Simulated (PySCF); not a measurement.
Molecule: `CC(NC)(C)C`, C5H13N.

Numbering as in the mapped SMILES `[CH3:1][NH:2][C:3]([CH3:4])([CH3:5])[CH3:6]` (H(Xn): hydrogen on atom n).

Geometry PBE0-D3(BJ)/def2-SVP throughout; GIAO in PySCF, gas phase, one conformer, non-relativistic; equivalent atoms averaged; basis pcSseg-1.

For orientation, PBE0 gives these absolute shieldings σ: C3 135.5, C4/C5/C6 154.8, C1 154.4, N2 200.8, H(C1) 28.88, H(C4)/H(C5)/H(C6) 30.24, H(N2) 31.78 ppm.

A run gave: C3 128.1, C4/C5/C6 150.1, C1 148.9, N2 191.3, H(C1) 28.68, H(C4)/H(C5)/H(C6) 30.13, H(N2) 31.66 ppm (absolute shieldings σ).

Which functional was used in that run?
A. LDA
B. BLYP
C. PBE
D. B97-D

Results:

C. H(C4)/H(C5)/H(C6) tells them apart best: PBE gives 30.13, LDA gives 29.74, B97-D gives 30.32, BLYP gives 30.28 ppm.
